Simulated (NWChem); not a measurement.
System: formaldehyde (CH2O); SMILES O=C

Input file for NWChem:

```
start job
memory heap 200 mb stack 900 mb global 1100 mb
geometry units angstroms
  C      0.000000     0.000000     0.520248
  O      0.000000     0.000000    -0.675823
  H      0.000000    -0.944428     1.122116
  H      0.000000     0.944428     1.122116
end
basis spherical
  * library 3-21g
end
dft
  xc hfexch
  iterations 150
end
driver
  maxiter 120
end
task dft optimize
task dft freq
```

Parts of the log:

```
             Northwest Computational Chemistry Package (NWChem) 7.3.0
             --------------------------------------------------------

 C2V symmetry detected

                             Geometry "geometry" -> ""
                             -------------------------

 Output coordinates in angstroms (scale by  1.889725989 to convert to a.u.)

  No.       Tag          Charge          X              Y              Z
 ---- ---------------- ---------- -------------- -------------- --------------
    1 C                    6.0000     0.00000000     0.00000000     0.52280200
    2 O                    8.0000     0.00000000     0.00000000    -0.67326900
    3 H                    1.0000     0.00000000    -0.94442800     1.12467000
    4 H                    1.0000     0.00000000     0.94442800     1.12467000

 Effective nuclear repulsion energy (a.u.)      31.3560320609

      Symmetry information
      --------------------

 Group name             C2v
 Group number             16
 Group order               4
 No. of unique centers     3

                                Z-matrix (autoz)
                                --------

 Units are Angstrom for bonds and degrees for angles

      Type          Name      I     J     K     L     M      Value
      ----------- --------  ----- ----- ----- ----- ----- ----------
    1 Stretch                  1     2                       1.19607
    2 Stretch                  1     3                       1.11991
    3 Stretch                  1     4                       1.11991
    4 Bend                     2     1     3               122.50867
    5 Bend                     2     1     4               122.50867
    6 Bend                     3     1     4               114.98265
    7 Torsion                  2     1     3     4         180.00000
    8 Torsion                  2     1     4     3         180.00000
    9 Torsion                  3     1     2     4         180.00000
   10 Torsion                  2     4     1     3         180.00000
   11 Torsion                  3     2     1     4         180.00000
   12 Torsion                  2     3     1     4         180.00000

  xc_inp: hfexch multiplicative factor not found.

                           NWChem Geometry Optimization
                           ----------------------------

 maximum gradient threshold         (gmax) =   0.000450
 rms gradient threshold             (grms) =   0.000300
 maximum cartesian step threshold   (xmax) =   0.001800
 rms cartesian step threshold       (xrms) =   0.001200
 fixed trust radius                (trust) =   0.300000
 source of zmatrix                         =   autoz

          -------------------
          Energy Minimization
          -------------------

 Using diagonal initial Hessian
 Scaling for Hessian diagonals: bonds = 1.00  angles = 0.25  torsions = 0.10

          --------
          Step   0

                                 NWChem DFT Module
                                 -----------------

 Summary of "ao basis" -> "ao basis" (spherical)
 ------------------------------------------------------------------------------
       Tag                 Description            Shells   Functions and Types
 ---------------- ------------------------------  ------  ---------------------
 C                           3-21g                   5        9   3s2p
 O                           3-21g                   5        9   3s2p
 H                           3-21g                   2        2   2s

      Symmetry analysis of basis
      --------------------------

        a1         12
        a2          0
        b1          4
        b2          6

            General Information
            -------------------
          SCF calculation type: DFT
          Wavefunction type:  closed shell.
          No. of atoms     :     4
          No. of electrons :    16
           Alpha electrons :     8
            Beta electrons :     8
          Charge           :     0
          Spin multiplicity:     1
          Use of symmetry is: on ; symmetry adaption is: on
          Maximum number of iterations: 150
          AO basis - number of functions:    22
                     number of shells:    14
          Convergence on energy requested:  1.00D-06
          Convergence on density requested:  1.00D-05
          Convergence on gradient requested:  5.00D-04

              XC Information
              --------------
                     Hartree-Fock (Exact) Exchange  1.000

      Superposition of Atomic Density Guess
      -------------------------------------

 Sum of atomic energies:        -112.82485029

      Non-variational initial energy
      ------------------------------

 Total energy =    -113.507331
 1-e energy   =    -215.718896
 2-e energy   =      70.855533
 HOMO         =      -0.304010
 LUMO         =      -0.003262

      Symmetry analysis of molecular orbitals - initial
      -------------------------------------------------

  Numbering of irreducible representations:

     1 a1          2 a2          3 b1          4 b2

  Orbital symmetries:

     1 a1          2 a1          3 a1          4 a1          5 b2
     6 a1          7 b1          8 b2          9 b1         10 a1
    11 b2         12 a1         13 b1         14 b2         15 a1
    16 a1         17 b2         18 a1

   convergence    iter        energy       DeltaE   RMS-Dens  Diis-err
 ---------------- ----- ----------------- --------- --------- ---------
 d= 0,ls=0.0,diis     1   -113.1469828284 -1.45D+02  2.96D-02  5.53D-01
 d= 0,ls=0.0,diis     2   -113.1827989472 -3.58D-02  1.45D-02  4.24D-01
 d= 0,ls=0.0,diis     3   -113.2187145265 -3.59D-02  3.37D-03  3.61D-03
 d= 0,ls=0.0,diis     4   -113.2197855138 -1.07D-03  1.91D-03  7.34D-04
 d= 0,ls=0.0,diis     5   -113.2200219021 -2.36D-04  1.06D-03  1.30D-04
  Resetting Diis
 d= 0,ls=0.0,diis     6   -113.2200690635 -4.72D-05  1.11D-04  4.20D-06
 d= 0,ls=0.0,diis     7   -113.2200699060 -8.42D-07  1.57D-05  6.35D-08
 d= 0,ls=0.0,diis     8   -113.2200699213 -1.53D-08  9.33D-06  9.86D-09

         Total DFT energy =     -113.220069921322
      One electron energy =     -216.443410572127
           Coulomb energy =       85.880344385768
    Exchange-Corr. energy =      -14.013035795837
 Nuclear repulsion energy =       31.356032060874

 Numeric. integr. density =        0.000000000000

                  Occupations of the irreducible representations
                  ----------------------------------------------

                     irrep           alpha         beta
                     --------     --------     --------
                     a1                5.0          5.0
                     a2                0.0          0.0
                     b1                1.0          1.0
                     b2                2.0          2.0

                       DFT Final Molecular Orbital Analysis
                       ------------------------------------

 Vector    6  Occ=2.000000D+00  E=-6.398041D-01  Symmetry=a1
              MO Center=  2.3D-16, -3.0D-15, -4.3D-01, r^2= 1.1D+00
   Bfn.  Coefficient  Atom+Function         Bfn.  Coefficient  Atom+Function
  ----- ------------  ---------------      ----- ------------  ---------------
    14      0.416545  2 O  pz                18      0.415624  2 O  pz
    15     -0.357603  2 O  s                  5     -0.338014  1 C  pz
    20     -0.090704  3 H  s                 22     -0.090704  4 H  s
    10      0.085525  2 O  s                  9     -0.084429  1 C  pz
    19     -0.083308  3 H  s                 21     -0.083308  4 H  s

 Vector    7  Occ=2.000000D+00  E=-5.334408D-01  Symmetry=b1
              MO Center= -4.3D-16, -6.2D-32, -2.4D-01, r^2= 1.0D+00
   Bfn.  Coefficient  Atom+Function         Bfn.  Coefficient  Atom+Function
  ----- ------------  ---------------      ----- ------------  ---------------
    16      0.434251  2 O  px                12      0.386476  2 O  px
     7      0.309309  1 C  px                 3      0.295130  1 C  px

 Vector    8  Occ=2.000000D+00  E=-4.283487D-01  Symmetry=b2
              MO Center=  8.9D-32, -4.4D-16, -1.1D-02, r^2= 1.6D+00
   Bfn.  Coefficient  Atom+Function         Bfn.  Coefficient  Atom+Function
  ----- ------------  ---------------      ----- ------------  ---------------
    17      0.526184  2 O  py                13      0.437887  2 O  py
    20      0.285780  3 H  s                 22     -0.285780  4 H  s
     4     -0.188144  1 C  py                19      0.188176  3 H  s
    21     -0.188176  4 H  s                  8     -0.043681  1 C  py

[...]

      ----------------------
      Optimization converged
      ----------------------

  Step       Energy      Delta E   Gmax     Grms     Xrms     Xmax
  ---- ---------------- -------- -------- -------- -------- --------
@    4    -113.22182005 -9.1D-08  0.00000  0.00000  0.00019  0.00043
                                     ok       ok       ok       ok

                                Z-matrix (autoz)
                                --------

 Units are Angstrom for bonds and degrees for angles

      Type          Name      I     J     K     L     M      Value     Gradient
      ----------- --------  ----- ----- ----- ----- ----- ---------- ----------
    1 Stretch                  1     2                       1.20691    0.00000
    2 Stretch                  1     3                       1.08324   -0.00000
    3 Stretch                  1     4                       1.08324   -0.00000
    4 Bend                     2     1     3               122.52984    0.00000
    5 Bend                     2     1     4               122.52984    0.00000
    6 Bend                     3     1     4               114.94032   -0.00000
    7 Torsion                  2     1     3     4         180.00000    0.00000
    8 Torsion                  2     1     4     3         180.00000    0.00000
    9 Torsion                  3     1     2     4         180.00000    0.00000
   10 Torsion                  2     4     1     3         180.00000    0.00000
   11 Torsion                  3     2     1     4         180.00000    0.00000
   12 Torsion                  2     3     1     4         180.00000    0.00000

                         Geometry "geometry" -> "geometry"
                         ---------------------------------

 Output coordinates in angstroms (scale by  1.889725989 to convert to a.u.)

  No.       Tag          Charge          X              Y              Z
 ---- ---------------- ---------- -------------- -------------- --------------
    1 C                    6.0000     0.00000000     0.00000000     0.53519346
    2 O                    8.0000     0.00000000     0.00000000    -0.67171197
    3 H                    1.0000     0.00000000    -0.91329550     1.11769575
    4 H                    1.0000     0.00000000     0.91329550     1.11769575

 Effective nuclear repulsion energy (a.u.)      31.4122758201

      Symmetry information
      --------------------

 Group name             C2v
 Group number             16
 Group order               4
 No. of unique centers     3

                Final and change from initial internal coordinates
                --------------------------------------------------

                                Z-matrix (autoz)
                                --------

 Units are Angstrom for bonds and degrees for angles

      Type          Name      I     J     K     L     M      Value       Change
      ----------- --------  ----- ----- ----- ----- ----- ---------- ----------
    1 Stretch                  1     2                       1.20691    0.01083
    2 Stretch                  1     3                       1.08324   -0.03666
    3 Stretch                  1     4                       1.08324   -0.03666
    4 Bend                     2     1     3               122.52984    0.02117
    5 Bend                     2     1     4               122.52984    0.02117
    6 Bend                     3     1     4               114.94032   -0.04233
    7 Torsion                  2     1     3     4         180.00000    0.00000
    8 Torsion                  2     1     4     3         180.00000    0.00000
    9 Torsion                  3     1     2     4         180.00000    0.00000
   10 Torsion                  2     4     1     3         180.00000    0.00000
   11 Torsion                  3     2     1     4         180.00000    0.00000
   12 Torsion                  2     3     1     4         180.00000    0.00000

 ==============================================================================
                                internuclear distances
 ------------------------------------------------------------------------------
       center one      |      center two      | atomic units |  angstroms
 ------------------------------------------------------------------------------
    2 O                |   1 C                |     2.28072  |     1.20691
    3 H                |   1 C                |     2.04703  |     1.08324
    4 H                |   1 C                |     2.04703  |     1.08324
 ------------------------------------------------------------------------------
                         number of included internuclear distances:          3
 ==============================================================================

[...]

 Rotational Constants
 --------------------
 A=  10.026799 cm-1  ( 14.426005 K)
 B=   1.293819 cm-1  (  1.861475 K)
 C=   1.145950 cm-1  (  1.648729 K)

 Temperature                      =   298.15K
 frequency scaling parameter      =   1.0000

 Zero-Point correction to Energy  =   18.175 kcal/mol  (  0.028964 au)
 Thermal correction to Energy     =   19.965 kcal/mol  (  0.031816 au)
 Thermal correction to Enthalpy   =   20.557 kcal/mol  (  0.032760 au)

 Total Entropy                    =   52.115 cal/mol-K
   - Translational                =   36.114 cal/mol-K (mol. weight =  30.0106)
   - Rotational                   =   15.951 cal/mol-K (symmetry #  =        2)
   - Vibrational                  =    0.050 cal/mol-K

 Cv (constant volume heat capacity) =    6.258 cal/mol-K
   - Translational                  =    2.979 cal/mol-K
   - Rotational                     =    2.979 cal/mol-K
   - Vibrational                    =    0.299 cal/mol-K

[normal modes left out]

 ----------------------------------------------------------------------------
 Normal Eigenvalue ||           Projected Infra Red Intensities
  Mode   [cm**-1]  || [atomic units] [(debye/angs)**2] [(KM/mol)] [arbitrary]
 ------ ---------- || -------------- ----------------- ---------- -----------
    1       -0.000 ||    0.002718           0.063         2.650       1.076
    2       -0.000 ||    0.000015           0.000         0.014       0.006
    3       -0.000 ||    0.009039           0.209         8.812       3.577
    4       -0.000 ||    0.010709           0.247        10.440       4.238
    5        0.000 ||    0.010079           0.233         9.825       3.989
    6        0.000 ||    0.011766           0.271        11.470       4.656
    7     1337.299 ||    0.005038           0.116         4.911       1.994
    8     1378.479 ||    0.020631           0.476        20.113       8.165
    9     1692.664 ||    0.016291           0.376        15.881       6.447
   10     1915.648 ||    0.071204           1.643        69.413      28.178
   11     3162.292 ||    0.022182           0.512        21.624       8.778
   12     3233.340 ||    0.123559           2.851       120.451      48.897
 ----------------------------------------------------------------------------
```

Level: Hartree-Fock/3-21G.
